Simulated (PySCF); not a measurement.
H3Si, SMILES [SiH3] (connectivity only; charge and spin as stated), charge +1, multiplicity 1. Geometry: B3LYP-D3(BJ)/def2-TZVPD. The spin state was assumed, not searched. The isomer is the one that the SMILES or the coordinates give; other isomers of the formula were not compared.

PySCF with TDA-PBE0/def2-TZVPD puts the lowest singlet excitations at 5.63, 5.63, 10.43, 10.43, 10.60, 11.23 eV.

Question: What are the lowest excitation roots from ADC(2)/aug-cc-pVDZ in PySCF? (The exact figures need the calculation; the answer reports its results.)

Answer: 6.10, 6.10, 11.40, 11.40, 12.76, 12.76 eV. S1 differs by 0.48 eV (second minus first; roots are paired by order, and the bases may differ).
